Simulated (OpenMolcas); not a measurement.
# PH2 (SMILES [PH2]) at UB86PBE/def2-TZVP

Aim: the vertical electron affinity of PH2 at UB86PBE/def2-TZVP, from 2 runs. 

The results are computed with OpenMolcas 26.06.

9 further runs of the same task are left out: 9 set aside as unsound or not needed.

### Step 1. The system as given

PH2: 3 atoms, total charge 0, spin state doublet. SMILES: `[PH2]`. The coordinates come from a PBE0-D4/def2-TZVP relaxation.

Bond lengths: P1–H2 1.424 Å, P1–H3 1.424 Å. Angles: H2–P1–H3 91.5°.

### Step 2. A single-point energy at UB86PBE/def2-TZVP

job.inp

```
&GATEWAY
  BasLib=$CurrDir
  Coord
  3
  bohr
  P      0.99348572    -0.58462457     0.48794618
  H      0.21663820     1.98702812     0.33400909
  H     -1.21012392    -1.40240355    -0.82197417
  Basis=def2-TZVP
  Group=NoSym

&SEWARD

&SCF
  UHF
  Spin=2
  KSDFT=B86PBE
  Thresholds=1e-06 0.001 0.001 0.01
  PrOrbitals=0
```

The basis set def2-TZVP is read from a file made from the Basis Set Exchange's data (not shown).

Command:

```
$ export MOLCAS_MEM=1860
$ pymolcas job.inp > job.log
```

What it wrote:

```text
--- Start Module: gateway ---
[...]
--- Stop Module: gateway /rc=_RC_ALL_IS_WELL_ ---
--- Start Module: seward ---
[...]
      Basis functions           49
--- Stop Module: seward /rc=_RC_ALL_IS_WELL_ ---
--- Start Module: scf ---
[...]
       Convergence after   8 Iterations
[...]
::    Total KS-DFT energy                            -342.5056395480
[...]
      Total spin, S                                     0.5028311557
[...]
      Total electronic charge=   17.000000
      Total            charge=   -0.000000
[...]
      Dipole Moment (debye):
      Origin of the operator (angstrom)=    0.4775   -0.2810    0.2345
                   X= -4.7909E-01               Y=  2.8192E-01               Z= -2.3531E-01           Total=  6.0363E-01
      Quadrupole Moment (debye*angstrom):
[...]
--- Stop Module: scf /rc=_RC_ALL_IS_WELL_ ---
[...]
```

It took 2.2 s on 1 thread of AMD EPYC 9R45 (Zen 5), shared host; peak memory 0.38 GiB.

### Step 3. The singlet anion

job.input

```
* H2P Kohn-Sham DFT
&GATEWAY
BasLib=$CurrDir
Coord
3
bohr
P      0.99348572    -0.58462457     0.48794618
H      0.21663820     1.98702812     0.33400909
H     -1.21012392    -1.40240355    -0.82197417
Basis=def2-TZVP
Group=NoSym
&SEWARD
&SCF
Charge=-1
KSDFT=B86PBE
Thresholds=1e-06 0.001 0.001 0.01
PrOrbitals=0
```

The basis set def2-TZVP is read from a file made from the Basis Set Exchange's data (not shown).

Command:

```
$ export MOLCAS_MEM=1860
$ pymolcas job.input > job.log
```

What it wrote:

```text
--- Start Module: gateway ---
[...]
--- Stop Module: gateway /rc=_RC_ALL_IS_WELL_ ---
--- Start Module: seward ---
[...]
      Basis functions           49
--- Stop Module: seward /rc=_RC_ALL_IS_WELL_ ---
--- Start Module: scf ---
[...]
       Convergence after  12 Iterations
[...]
::    Total KS-DFT energy                            -342.5375065939
[...]
      Total spin, S                                     0.0000000000
[...]
      Total electronic charge=   18.000000
      Total            charge=   -1.000000
[...]
      Dipole Moment (debye):
      Origin of the operator (angstrom)=    0.4775   -0.2810    0.2345
                   X= -1.7544E-01               Y=  1.0323E-01               Z= -8.6168E-02           Total=  2.2104E-01
      Center of Charge (angstrom)
[...]
--- Stop Module: scf /rc=_RC_ALL_IS_WELL_ ---
[...]
```

Wall time 2.4 s (1 thread of AMD EPYC 9R45 (Zen 5), shared host); peak memory 0.38 GiB.

### Step 4. What came out

At UB86PBE/def2-TZVP:

| quantity | value |
| --- | --- |
| doublet PH2: total energy | -342.50564 Eh |
| doublet PH2: dipole moment | 0.60 D |
| doublet PH2: HOMO energy (highest over α and β) | -6.01 eV |
| doublet PH2: LUMO energy (lowest over α and β) | -4.09 eV |
| doublet PH2: ⟨S²⟩ | 0.756 |
| singlet anion: total energy | -342.53751 Eh |
| singlet anion: HOMO energy | 2.43 eV |
| singlet anion: LUMO energy | 6.32 eV |
| singlet anion: HOMO–LUMO gap (to an unbound level, set by the basis) | 3.89 eV |
| vertical electron affinity (to the singlet anion) | 0.867 eV |

At fixed nuclei the extra electron is bound by 0.87 eV (20.0 kcal/mol). The basis has no diffuse functions, so the error can be as large as this value. The HOMO (singlet anion) lies at positive energy, 2.43 eV; only total energies tell whether the electron is bound.
